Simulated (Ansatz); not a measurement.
# CH2Si (quintet): wave-function methods side by side, cc-pVTZ

One table from this session's results is given with a row withheld; the runs are named, their logs left out.

Program: Ansatz 0.2.0, Gaussian basis. Level of theory: cc-pVTZ, core rule «outside noble gas», up to 6 orbitals frozen. These are calculated values, not measurements.

To be run: UHF; CCSD(T) on ROHF; CCSD(T) on UHF; BCCD(T) on ROHF; CCSDT(Q) on ROHF; CCSDT(Q) on UHF; CASSCF and MRCISD+Q, 10 electrons in 10 orbitals; CASSCF and NEVPT2, 10 electrons in 10 orbitals.

3 further runs of the same task are left out: 3 set aside as unsound or not needed.

**What is computed**

The geometry is a PBE0/def2-TZVP stationary point (not a proven minimum) of the parent state, kept for this charge and spin.

4 atoms, charge 0, spin multiplicity 5.

Atoms are counted from 1 here; the program's logs count them from 0.

Bond lengths: Si1–C2 1.820 Å, Si1–H3 1.492 Å, Si1–H4 1.492 Å. Angles: C2–Si1–H3 125.7°, C2–Si1–H4 125.7°, H3–Si1–H4 108.7°.

Geometry (Å):

```xyz
4
CH2Si
Si    0.0000    0.0000    0.4775
C     0.0000    0.0000   -1.3428
H     0.0000    1.2125    1.3475
H     0.0000   -1.2125    1.3475
```

Set-up of the first run:

in.yaml

```yaml
crystal:
  periodic: [false, false, false]
  atoms:
    - {symbol: Si, position_ang: [0.000000, 0.000000, 0.477506]}
    - {symbol: C, position_ang: [0.000000, 0.000000, -1.342750]}
    - {symbol: H, position_ang: [0.000000, 1.212489, 1.347482]}
    - {symbol: H, position_ang: [0.000000, -1.212489, 1.347482]}
basis:
  gaussian: {orbitals: cc-pVTZ}
magnetization: {spin_polarized: true, initial_magnetization: 4}
hamiltonian: {xc: hf}
output: {orbitals: {seedname: orbitals}}
```

Launch:

```bash
$ ansatz run in.yaml --threads 1 --pin off --events-out ev --progress --plain --max-ram 4096MiB --backend cpu
```

Steps of the session up to this table: UHF; CCSD(T) on ROHF; CCSD(T) on UHF; BCCD(T) on ROHF; CCSDT(Q) on ROHF; CCSDT(Q) on UHF; CASSCF and MRCISD+Q, 10 electrons in 10 orbitals; CASSCF and NEVPT2, 10 electrons in 10 orbitals.

One of the session's tables, all rows but one given; the rest of the session is left out.

```
          method  from UCCSDT(Q) (meV)
            ROHF               +6107.8
             UHF                     ?
            RMP2               +1177.8
            UMP2               +1200.2
           RCCSD                +248.2
           UCCSD                +243.6
        RCCSD(T)                 +46.6
        UCCSD(T)                 +44.9
         BCCD(T)                 +45.3
          RCCSDT                 +10.3
          UCCSDT                  +7.9
       RCCSDT(Q)                  +2.6
       UCCSDT(Q)                     0
  CASSCF valence               +4732.3
  NEVPT2 valence               +1165.5
  MRCISD valence                +421.4
MRCISD+Q valence                 +98.5
```

Q: Estimate the row for UHF from the others.

**Answer.** from UCCSDT(Q) (meV): +5973.1. In the column «from UCCSDT(Q) (meV)» it lies between CASSCF valence (+4732.3) and ROHF (+6107.8).

Among the levels timed on like hardware and quicker than the yardstick, those that no quicker one beats, quickest first: BCCD(T) (8 s, +45.3 meV); UCCSD(T) (11 s, +44.9 meV).

Limits of these values: Of the multireference levels listed MRCISD+Q valence comes nearest in total energy (+98.5 meV), which doesn't show that its space is the better one. Restricted and unrestricted rows rest on different reference determinants; where their highest levels disagree by more than a few hundredths of an eV, they describe different states and don't form one ladder.
